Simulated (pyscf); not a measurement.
HO–SiH=PH + hydrogen (H₂) → H₂Si=PH + water (H₂O) (four-centre exchange; singlet surface; O–Si, H–H broken, H–Si, H–O formed). Optimised with ωB97X-D3(BJ)/def2-SVP in PySCF. Energies in eV from the separated reactants.

```csv
level,barrier,reaction energy
ωB97X-D3(BJ)/def2-TZVP,1.71,+0.84
PBE/def2-TZVP,(withheld),(withheld)
r²SCAN/def2-TZVP,1.51,+0.88
PBE0-D3(BJ)/def2-TZVP,(withheld),+0.76
ωB97M-D3(BJ)/def2-TZVP,1.66,+0.82
HF/def2-TZVP,2.27,+0.71
```

Task: Fill in the missing entries.

Result: 
- PBE/def2-TZVP, barrier: 1.39
- PBE/def2-TZVP, reaction energy: +0.77
- PBE0-D3(BJ)/def2-TZVP, barrier: 1.47

The functionals in the table span 0.32 eV in this barrier, from PBE to ωB97X-D3(BJ)/def2-TZVP. On the product side the descent ends in an adduct with a O–Si contact (not fully relaxed), 0.47 eV under the separated species and 1.33 eV under the saddle at ωB97X-D3(BJ)/def2-TZVP. What is counted as broken (O–Si) persists as a longer contact in the product adduct; parting that adduct is a step of its own. This is the saddle that the search found; another between the same sides may lie lower.
